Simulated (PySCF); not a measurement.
Dissociation curve of C2H6O, SMILES CCO. The C1–C5 bond (C1 also carries H, H, H; C5 carries H, H, O) is varied alone, starting from the PBE0/def2-TZVP optimised geometry.

Level of theory: CCSD(T) on UHF/cc-pVDZ, 3 core orbitals frozen in PySCF.

**Question.** Relative to R = 1.55 Å, what are the energies at R = 2.06, 2.29, 4.10, 4.58 Å?

**Answer.** 62.8 mEh at 2.06 Å, 96.3 mEh at 2.29 Å, 164.6 mEh at 4.10 Å, 165.0 mEh at 4.58 Å.

The unrestricted determinant behind UCCSD(T) is spin-contaminated at 2.29 to 5.28 Å (<S²> up to 1.0, against 0.00 for a pure singlet).
